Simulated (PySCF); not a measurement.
Cl2: energy against distance

Set-up: PySCF, no relativity, basis sets Cl def2-TZVP. Energies in eV from Cl + Cl in their ground configurations at the same level. State: ¹Σg⁺ (singlet), closed shell.

All columns are PBE0.

| R (Å) | E (eV) | HOMO (eV) | LUMO (eV) | Mayer bond order | ⟨S²⟩ |
| --- | --- | --- | --- | --- | --- |
| 1.709 | -1.299 | -7.82 | -0.23 | 1.26 | 0.00 |
| 1.788 | -2.017 | -8.10 | -1.08 | 1.20 | 0.00 |
| 1.868 | -2.404 | -8.34 | -1.91 | 1.16 | 0.00 |
| 1.927 | -2.539 | -8.51 | -2.49 | 1.13 | 0.00 |
| 1.987 | -2.574 | -8.66 | -3.04 | 1.11 | 0.00 |
| 2.047 | -2.534 | -8.80 | -3.55 | 1.09 | 0.00 |
| 2.126 | -2.396 | -8.97 | -4.17 | 1.07 | 0.00 |
| 2.225 | -2.132 | -9.15 | -4.85 | 1.06 | 0.00 |
| 2.345 | -1.741 | -9.33 | -5.55 | 1.04 | 0.00 |
| 2.504 | -1.176 | -9.53 | -6.29 | 1.03 | 0.00 |
